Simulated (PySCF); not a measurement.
Neon: a sound run and one with changed settings

Sound run: Ne [Ne], Ne⁺ [He] 2s2 2p5. Computed with PySCF 2.14 in cc-pVDZ-DK, with the spin-free X2C one-electron Hamiltonian (Gaussian nucleus). In the sound run the correlated levels freeze 1s2. The sound run starts from symmetry-adapted Hartree-Fock orbitals and uses a fine grid where one is needed.

Changed run: basis STO-3G, all-electron and non-relativistic. This setting is unsound on purpose.

| species | method | sound run (hartree) | changed run (hartree) | converged |
| --- | --- | --- | --- | --- |
| Ne | UHF | -128.62519 | -126.60453 | yes |
| Ne | PBE | -128.93206 | -126.81068 | yes |
| Ne | M06-2X | -129.01649 | -126.95612 | yes |
| Ne | MP2 | -128.81092 | -126.60453 | yes |
| Ne⁺ | UHF | -127.90320 | -126.06147 | yes |
| Ne⁺ | PBE | -128.15360 | -126.23358 | yes |
| Ne⁺ | M06-2X | -128.23740 | -126.36475 | yes |
| Ne⁺ | MP2 | -128.03717 | -126.06147 | yes |

Ionisation energy of Ne:

```json
{"method": "UHF", "sound run (eV)": "19.646", "changed run (eV)": "14.777"}
{"method": "PBE", "sound run (eV)": "21.183", "changed run (eV)": "15.704"}
{"method": "M06-2X", "sound run (eV)": "21.200", "changed run (eV)": "16.092"}
{"method": "MP2", "sound run (eV)": "21.055", "changed run (eV)": "14.777"}
{"method": "SCS-MP2", "sound run (eV)": "20.931", "changed run (eV)": "14.777"}
```

A minimal basis cannot let orbitals breathe on ionisation and holds almost no correlation. The Hamiltonian changed with the basis, so the totals do not compare.

For comparison, NIST gives 21.565 eV between the lowest levels.
